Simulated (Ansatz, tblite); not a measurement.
How methods differ on PH3F+ (SMILES F[PH3+])

PH3F+ has 5 atoms, charge +1, and is taken as a singlet. As SMILES, `F[PH3+]`. Geometry: relaxed at GFN2-xTB.

Each level gives the vertical ionisation energy (to the doublet dication) (eV). The values are calculated.

```
        level                    kind  program  value (eV)  less FCI/STO-3G  CPU time (all runs)
    IPEA1-xTB          semi-empirical   tblite       23.87            +6.01            under 2 s
  BLYP/STO-3G                     GGA   Ansatz       18.60            +0.74                6.7 s
r2SCAN/STO-3G                meta-GGA   Ansatz       18.87            +1.01                 25 s
 BHLYP/STO-3G           global hybrid   Ansatz       18.74            +0.88                9.2 s
 HSE06/STO-3G  range-separated hybrid   Ansatz       18.83            +0.97                 14 s
B2PLYP/STO-3G           double hybrid   Ansatz       18.52            +0.66                 18 s
   MP2/STO-3G     perturbation theory   Ansatz       17.78            -0.08               0.55 s
CCSDTQ/STO-3G   coupled cluster or CI   Ansatz       17.86             0.00                 33 s
   FCI/STO-3G      exact in the basis   Ansatz       17.86             0.00                1.8 s
```

FCI/STO-3G is exact within its basis and frozen core, so for wave-function methods in that basis the difference is their error; functionals converge differently with the basis, so for them it is only a difference. The values span 17.78 to 23.87 eV. The xTB values lack the empirical shift that such differences need. All rows use very small basis sets, so none should be taken for the real molecule's value. In so small a basis fixed costs decide the times, and correlated methods can beat functionals. CPU times are rough (shared hosts, several kinds of processor and program).
